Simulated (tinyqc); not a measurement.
Stretching all distances: RHF, UHF, MP2, CISD and CCSD against full CI in the sto-6g basis, for H2O, spin multiplicity 1. Computed by the program tinyqc with PySCF. All coordinates are multiplied by the scale. c0^2 is the weight of the RHF determinant in the lowest singlet FCI state (UHF is spin-contaminated and may lie near states of higher spin) and n(LUMO) the first natural occupation beyond the occupied space.

Geometry (angstrom):
```
atom       x        y       z
O     0.0000   0.0000  0.0000
H     0.0000   0.8070  0.4900
H     0.0000  -0.8070  0.4900
```

Full CI energy (hartree) and errors against it (kcal/mol):
```
scale   distance 1-2 (angstrom)      E(FCI)       RHF      UHF      MP2     CISD     CCSD  <S^2> UHF    c0^2  n(LUMO)
0.9100                   0.8591  -75.666850   23.3912  23.3912   6.2507   0.2324   0.0634     0.0000  0.9832   0.0175
1.0600                   1.0008  -75.721965   33.9291  33.9291  10.1671   0.5899   0.1203     0.0000  0.9682   0.0340
1.2000                   1.1329  -75.705320   47.6798  47.6798  15.5890   1.3955   0.2152     0.0000  0.9433   0.0621
1.3500                   1.2746  -75.660904   67.2411  65.8164  23.5314   3.2807   0.3914     0.2767  0.8999   0.1124
1.5000                   1.4162  -75.610338   91.8567  63.3369  33.4973   6.8777   0.5994     1.0167  0.8365   0.1881
1.6400                   1.5483  -75.566817  119.0784  49.8054  44.1612  12.2776   0.5616     1.4014  0.7598   0.2821
1.7900                   1.6900  -75.528844  152.0732  33.9342  56.2887  20.3789  -0.4763     1.6487  0.6622   0.4027
1.9300                   1.8221  -75.502891  185.2492  21.7621  67.6706  29.6120  -3.2978     1.7878  0.5625   0.5234
```

What does the comparison show, and why?

UHF parts from RHF first at scale 1.35 of those listed, where <S^2> leaves zero. The weight c0^2 goes from 0.98 to 0.56 and n(LUMO) from 0.02 to 0.52: static correlation grows as the bonds break into open-shell fragments. The spread of the error along the curve, which distorts its shape, is CCSD 3.9, CISD 29.4, UHF 44.1, MP2 61.4, RHF 161.9 kcal/mol. Below FCI somewhere: CCSD, as non-variational methods may be. The table stops here: at scale 2.08 and beyond, the reference weight falls under 0.45 or RHF, UHF or CCSD hop between solutions, so those rows were left out and the spreads given cover only the rows shown. As computed, partly on other solutions, the errors there reach in size RHF 221, UHF 41, MP2 88, CISD 43, CCSD 6 kcal/mol.
